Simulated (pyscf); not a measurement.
PySCF, gas phase, ωB97X-D3(BJ)/def2-SVP geometries.

Q: For HO–Si(Cl)(Cl)–Cl (SMILES O[Si](Cl)(Cl)Cl) + H₂ (SMILES [H][H]) → HO–SiH(Cl)–Cl (SMILES O[SiH](Cl)Cl) + HCl (SMILES Cl), a four-centre exchange (singlet surface; Cl–Si, H–H broken, H–Si, Cl–H formed), PBE/def2-TZVP gives ΔE‡ = 195.0 kJ/mol and ΔE = +69.2 kJ/mol (zero: the separated reactants). In which direction and how far do B3LYP-D3(BJ)/def2-TZVP, M06-2X/def2-TZVP, ωB97M-D3(BJ)/def2-TZVP move these?

A: B3LYP-D3(BJ): ΔE‡ = 221.1 kJ/mol, ΔE = +72.0 kJ/mol; M06-2X: ΔE‡ = 232.3 kJ/mol, ΔE = +78.4 kJ/mol; ωB97M-D3(BJ): ΔE‡ = 225.9 kJ/mol, ΔE = +71.6 kJ/mol. PBE's barrier lies under all of them, by 26.1 to 37.3 kJ/mol. Its reaction energy lies under all of them, by 2.5 to 9.3 kJ/mol. Low barriers are usual for a GGA, whose delocalisation error favours stretched bonds. This is the saddle that the search found; another between the same sides may lie lower.
